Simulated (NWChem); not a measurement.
System: C$_{3}$H$_{7}$ cation

Parts of the log:

```
             Northwest Computational Chemistry Package (NWChem) 7.3.0
             --------------------------------------------------------

                             Geometry "geometry" -> ""
                             -------------------------

 Output coordinates in angstroms (scale by  1.889725989 to convert to a.u.)

  No.       Tag          Charge          X              Y              Z
 ---- ---------------- ---------- -------------- -------------- --------------
    1 C                    6.0000     1.28374000     0.01404100     0.19331400
    2 C                    6.0000     0.00000000     0.00000000    -0.45328000
    3 C                    6.0000    -1.28374000    -0.01404100     0.19331400
    4 H                    1.0000     2.03307900    -0.61799000    -0.33848800
    5 H                    1.0000     1.28149200    -0.11102500     1.29108300
    6 H                    1.0000     1.67832800     1.04485100    -0.05918400
    7 H                    1.0000     0.00000000     0.00000000    -1.56458100
    8 H                    1.0000    -1.67832800    -1.04485100    -0.05918400
    9 H                    1.0000    -2.03307900     0.61799000    -0.33848800
   10 H                    1.0000    -1.28149200     0.11102500     1.29108300

 Effective nuclear repulsion energy (a.u.)      76.2588390330

                                 NWChem DFT Module
                                 -----------------

 Summary of "ao basis" -> "ao basis" (spherical)
 ------------------------------------------------------------------------------
       Tag                 Description            Shells   Functions and Types
 ---------------- ------------------------------  ------  ---------------------
 C                          def2-svp                 6       14   3s2p1d
 H                          def2-svp                 3        5   2s1p

            General Information
            -------------------
          SCF calculation type: DFT
          Wavefunction type:  closed shell.
          No. of atoms     :    10
          No. of electrons :    24
           Alpha electrons :    12
            Beta electrons :    12
          Charge           :     1
          Spin multiplicity:     1
          Use of symmetry is: off; symmetry adaption is: off
          Maximum number of iterations: 150
          AO basis - number of functions:    77
                     number of shells:    39
          Convergence on energy requested:  1.00D-06
          Convergence on density requested:  1.00D-05
          Convergence on gradient requested:  5.00D-04

              XC Information
              --------------
                         B3LYP Method XC Potential
                     Hartree-Fock (Exact) Exchange  0.200
                        Slater Exchange Functional  0.800 local
                    Becke 1988 Exchange Functional  0.720 non-local
              Lee-Yang-Parr Correlation Functional  0.810
                  VWN I RPA Correlation Functional  0.190 local

             Grid Information
             ----------------
          Grid used for XC integration:  medium
          Radial quadrature: Mura-Knowles
          Angular quadrature: Lebedev.
          Tag              B.-S. Rad. Rad. Pts. Rad. Cut. Ang. Pts.
          ---              ---------- --------- --------- ---------
          C                   0.70       49          10.0       434
          H                   0.35       45          11.0       434
          Grid pruning is: on
          Number of quadrature shells:   462
          Spatial weights used:  Erf1

      Superposition of Atomic Density Guess
      -------------------------------------

 Sum of atomic energies:        -116.36938464

 Renormalizing density from      25.00 to     24

      Non-variational initial energy
      ------------------------------

 Total energy =    -114.890368
 1-e energy   =    -292.668028
 2-e energy   =     101.518821
 HOMO         =      -0.742523
 LUMO         =      -0.439375

     ---------------------------------------------
      Total Density - Mulliken Population Analysis
     ---------------------------------------------

    Atom       Charge   Shell Charges
 -----------   ------   -------------------------------------------------------
    1 C    6     6.46   1.99  1.05  0.13  2.35  0.91  0.02
    2 C    6     5.97   1.99  1.07  0.26  1.81  0.79  0.04
    3 C    6     6.46   1.99  1.05  0.13  2.35  0.91  0.02
    4 H    1     0.72   0.58  0.12  0.03
    5 H    1     0.77   0.61  0.13  0.03
    6 H    1     0.69   0.55  0.12  0.03
    7 H    1     0.75   0.61  0.12  0.02
    8 H    1     0.69   0.55  0.12  0.03
    9 H    1     0.72   0.58  0.12  0.03
   10 H    1     0.77   0.61  0.13  0.03

   convergence    iter        energy       DeltaE   RMS-Dens  Diis-err
 ---------------- ----- ----------------- --------- --------- ---------
 d= 0,ls=0.0,diis     1   -118.0492816537 -1.94D+02  1.16D-02  6.47D-01
 d= 0,ls=0.0,diis     2   -118.0655409436 -1.63D-02  6.04D-03  4.21D-01
 d= 0,ls=0.0,diis     3   -118.1209155357 -5.54D-02  9.56D-04  1.13D-02
 d= 0,ls=0.0,diis     4   -118.1224638408 -1.55D-03  1.65D-04  2.89D-04
 d= 0,ls=0.0,diis     5   -118.1224983310 -3.45D-05  4.99D-05  3.06D-05
  Resetting Diis
 d= 0,ls=0.0,diis     6   -118.1225024496 -4.12D-06  6.02D-06  2.69D-07
 d= 0,ls=0.0,diis     7   -118.1225024876 -3.79D-08  1.34D-06  5.41D-09

         Total DFT energy =     -118.122502487552
      One electron energy =     -301.772874152041
           Coulomb energy =      125.885009877620
    Exchange-Corr. energy =      -18.493477246091
 Nuclear repulsion energy =       76.258839032960

 Numeric. integr. density =       23.999993561952

                       DFT Final Molecular Orbital Analysis
                       ------------------------------------

 Vector   10  Occ=2.000000D+00  E=-6.188589D-01
              MO Center=  1.7D-08,  1.9D-08,  1.1D-01, r^2= 3.4D+00
   Bfn.  Coefficient  Atom+Function         Bfn.  Coefficient  Atom+Function
  ----- ------------  ---------------      ----- ------------  ---------------
     5      0.309188   1 C  py               33     -0.309188   3 C  py
    53      0.259590   6 H  s                63      0.259590   8 H  s
     8      0.147314   1 C  py               36     -0.147314   3 C  py
    43     -0.140852   4 H  s                68     -0.140852   9 H  s
    48     -0.118688   5 H  s                73     -0.118688  10 H  s

 Vector   11  Occ=2.000000D+00  E=-6.137114D-01
              MO Center=  3.3D-08, -2.2D-08,  1.6D-01, r^2= 3.2D+00
   Bfn.  Coefficient  Atom+Function         Bfn.  Coefficient  Atom+Function
  ----- ------------  ---------------      ----- ------------  ---------------
     4      0.287392   1 C  px               32      0.287392   3 C  px
    18     -0.231778   2 C  px               43      0.220002   4 H  s
    68     -0.220002   9 H  s                 6     -0.184746   1 C  pz
    34      0.184746   3 C  pz               48     -0.176168   5 H  s
    73      0.176168  10 H  s                 7      0.124954   1 C  px

 Vector   12  Occ=2.000000D+00  E=-6.039960D-01
              MO Center= -4.5D-08,  7.3D-09,  5.8D-02, r^2= 3.0D+00
   Bfn.  Coefficient  Atom+Function         Bfn.  Coefficient  Atom+Function
  ----- ------------  ---------------      ----- ------------  ---------------
    20     -0.282739   2 C  pz                6      0.268988   1 C  pz
    34      0.268988   3 C  pz               58      0.267988   7 H  s
    48      0.222504   5 H  s                73      0.222504  10 H  s
    43     -0.163768   4 H  s                68     -0.163768   9 H  s
    59      0.110732   7 H  s                 5      0.106181   1 C  py

 Vector   13  Occ=0.000000D+00  E=-3.492596D-01
              MO Center= -1.3D-10, -8.5D-10, -3.5D-01, r^2= 2.2D+00
   Bfn.  Coefficient  Atom+Function         Bfn.  Coefficient  Atom+Function
  ----- ------------  ---------------      ----- ------------  ---------------
    19      0.586147   2 C  py               22      0.535731   2 C  py
    53     -0.208249   6 H  s                63      0.208249   8 H  s
    54     -0.166846   6 H  s                64      0.166846   8 H  s
    43      0.142639   4 H  s                68     -0.142639   9 H  s
     5     -0.114536   1 C  py               33     -0.114536   3 C  py

 Vector   14  Occ=0.000000D+00  E=-1.428675D-01
              MO Center= -6.3D-09, -5.4D-09, -8.6D-01, r^2= 5.8D+00
   Bfn.  Coefficient  Atom+Function         Bfn.  Coefficient  Atom+Function
  ----- ------------  ---------------      ----- ------------  ---------------
     3      1.150505   1 C  s                31      1.150505   3 C  s
    59     -1.096018   7 H  s                54     -0.703591   6 H  s
    64     -0.703591   8 H  s                44     -0.660585   4 H  s
    69     -0.660585   9 H  s                23     -0.543133   2 C  pz
    17      0.447835   2 C  s                 7      0.269663   1 C  px

 Vector   15  Occ=0.000000D+00  E=-1.074020D-01
              MO Center=  1.4D-08,  6.6D-09,  3.6D-01, r^2= 6.0D+00
   Bfn.  Coefficient  Atom+Function         Bfn.  Coefficient  Atom+Function
  ----- ------------  ---------------      ----- ------------  ---------------
     3      1.165164   1 C  s                31      1.165164   3 C  s
    59      1.124243   7 H  s                17     -1.022116   2 C  s
    49     -0.997968   5 H  s                74     -0.997968  10 H  s
    54     -0.532452   6 H  s                64     -0.532452   8 H  s
    23      0.344223   2 C  pz                9      0.317458   1 C  pz

     ---------------------------------------------
      Total Density - Mulliken Population Analysis
     ---------------------------------------------

    Atom       Charge   Shell Charges
 -----------   ------   -------------------------------------------------------
    1 C    6     5.99   1.98  0.92  0.12  2.16  0.79  0.02
    2 C    6     6.01   1.99  1.02  0.31  1.90  0.76  0.04
    3 C    6     5.99   1.98  0.92  0.12  2.16  0.79  0.02
    4 H    1     0.86   0.70  0.13  0.02
    5 H    1     0.88   0.72  0.14  0.02
    6 H    1     0.84   0.68  0.13  0.03
    7 H    1     0.85   0.72  0.11  0.02
    8 H    1     0.84   0.68  0.13  0.03
    9 H    1     0.86   0.70  0.13  0.02
   10 H    1     0.88   0.72  0.14  0.02

     -------------------------------------------
      Total Density - Lowdin Population Analysis
     -------------------------------------------

    Atom       Charge   Shell Charges
 -----------   ------   -------------------------------------------------------
    1 C    6     6.03   1.96  0.58  0.30  1.92  1.20  0.07
    2 C    6     5.68   1.97  0.67  0.30  1.70  0.95  0.09
    3 C    6     6.03   1.96  0.58  0.30  1.92  1.20  0.07
    4 H    1     0.89   0.59  0.23  0.07
    5 H    1     0.92   0.62  0.24  0.07
    6 H    1     0.86   0.57  0.22  0.07
    7 H    1     0.91   0.62  0.23  0.07
    8 H    1     0.86   0.57  0.22  0.07
    9 H    1     0.89   0.59  0.23  0.07
   10 H    1     0.92   0.62  0.24  0.07

     Multipole analysis of the density
     ---------------------------------

     L   x y z        total         alpha         beta         nuclear
     -   - - -        -----         -----         ----         -------
     0   0 0 0      1.000000    -12.000000    -12.000000     25.000000

     1   1 0 0      0.000000      0.000000      0.000000     -0.000000
     1   0 1 0      0.000000      0.000000      0.000000      0.000000
     1   0 0 1     -0.372008     -0.018129     -0.018129     -0.335750

     2   2 0 0     -6.663825    -69.326421    -69.326421    131.989016
     2   1 1 0      0.753693     -1.276744     -1.276744      3.307181
     2   1 0 1      0.000000      0.000000      0.000000      0.000000
     2   0 2 0    -12.416919    -11.519113    -11.519113     10.621307
     2   0 1 1     -0.000000     -0.000000     -0.000000      0.000000
     2   0 0 2    -11.239638    -19.366771    -19.366771     27.493904

                     NWChem Electrostatic Potential Fit Module
                     -----------------------------------------

 Atom parameters

 Number of atoms is                                   10
 Number of basis functions is                         77

 Grid parameters

 Maximum number of grid points is                  38955
 Number of grid points is                          38954
 Grid range                                     0.300000 nm
 Grid spacing                                   0.020000 nm
 Probe radius                                   0.070000 nm
 Atom radius factor                             1.000000

 Atomic radii

    1    0.100000
    6    0.147000
 FASTESP  F
  using M.O. file = ./job.movecs

    Atom              Coordinates                           Charge

                                                  ESP

    1 C     0.128374    0.001404    0.019331   -0.297565
    2 C     0.000000    0.000000   -0.045328    0.436425
    3 C    -0.128374   -0.001404    0.019331   -0.301993
    4 H     0.203308   -0.061799   -0.033849    0.174719
    5 H     0.128149   -0.011103    0.129108    0.158590
    6 H     0.167833    0.104485   -0.005918    0.200675
    7 H     0.000000    0.000000   -0.156458    0.091716
    8 H    -0.167833   -0.104485   -0.005918    0.201967
    9 H    -0.203308    0.061799   -0.033849    0.175908
   10 H    -0.128149    0.011103    0.129108    0.159558
                                            ------------
                                                1.000000

 Dipole moment                                  0.394039

 Quadrupole moment Qxx                          9.952693
                   Qyy                         -6.551927
                   Qzz                         -3.400766

 RMS deviation kJ/mol                           0.037649

 RRMS %                                         1.790236
```

Level: B3LYP/def2-SVP. Structure relaxed at the PBE-D3(BJ)/def2-SVP level.

Task: Write an input that gives this output.

Result: One answer among several that fit: the input that was run:
```
start job
memory heap 200 mb stack 900 mb global 1100 mb
charge 1
geometry units angstroms noautosym nocenter noautoz
  C      1.283740     0.014041     0.193314
  C      0.000000    -0.000000    -0.453280
  C     -1.283740    -0.014041     0.193314
  H      2.033079    -0.617990    -0.338488
  H      1.281492    -0.111025     1.291083
  H      1.678328     1.044851    -0.059184
  H      0.000000     0.000000    -1.564581
  H     -1.678328    -1.044851    -0.059184
  H     -2.033079     0.617990    -0.338488
  H     -1.281492     0.111025     1.291083
end
basis spherical
  * library def2-svp
end
dft
  xc b3lyp
  iterations 150
  mulliken
end
task dft energy
esp
  recalculate
  probe 0.07
  range 0.3
  factor 1.0
  spacing 0.02
end
task esp
```
